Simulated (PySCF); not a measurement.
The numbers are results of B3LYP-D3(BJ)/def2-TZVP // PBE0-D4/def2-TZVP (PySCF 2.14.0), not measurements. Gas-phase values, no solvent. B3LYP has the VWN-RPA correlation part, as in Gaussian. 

Reference species (SMILES): `[OH]` (neutral, multiplicity 2).

- highest occupied spin orbital = -8.84 eV

Changed species: `[SiH3][B][SiH3]` (radical fragment; the reference has radical fragment).

Question: What does the change do to the highest occupied spin orbital?

Answer: the highest occupied spin orbital increases by 3.43 eV, to -5.41 eV.
